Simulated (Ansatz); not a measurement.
NO⁺, singlet: reading a ladder of total energies

Geometry: a PBE0/def2-TZVP stationary point for this spin.

```xyz
2

N     0.0000    0.0000    0.0000
O     0.0000    0.0000    1.0537
```

Basis 6-31G; Ansatz 0.2.0. Correlated methods freeze the noble-gas cores, which leaves 10 electrons in 16 orbitals. R marks a restricted (for open shells ROHF) determinant.

Full CI is exact within this basis and frozen core; it isn't the basis-set limit.

Runs differ by some tens of microhartree through their thresholds, so steps under 0.03 kcal/mol mean nothing.

```csv
level,total energy (hartree)
RHF,-128.801227
RMP2,-129.066505
RCCSD,-129.047814
RCCSD(T),-129.056967
RCCSDT,-129.057158
RCCSDT(Q),-129.059124
RCCSDTQ,-129.058780
full CI,-129.059053
```

Q: What is the correlation energy at full CI, and what share of it do RMP2 and RCCSD(T) recover?

A: E(corr) = -129.059053 − (-128.801227) = -0.257826 hartree = -7.016 eV. RMP2: -0.265278 / -0.257826 = 102.89 %. RCCSD(T): -0.255740 / -0.257826 = 99.19 %.

Q: By how many kcal/mol does RCCSD(T) miss full CI (1 hartree = 627.509 kcal/mol), and which steps make up the rest?

A: -129.056967 − (-129.059053) = 0.002086 hartree = 1.31 kcal/mol. Steps: RCCSDT − RCCSD(T) = -0.12, RCCSDT(Q) − RCCSDT = -1.23, RCCSDTQ − RCCSDT(Q) = 0.22, full CI − RCCSDTQ = -0.17 kcal/mol. Differences between like states or geometries often cancel part of this.
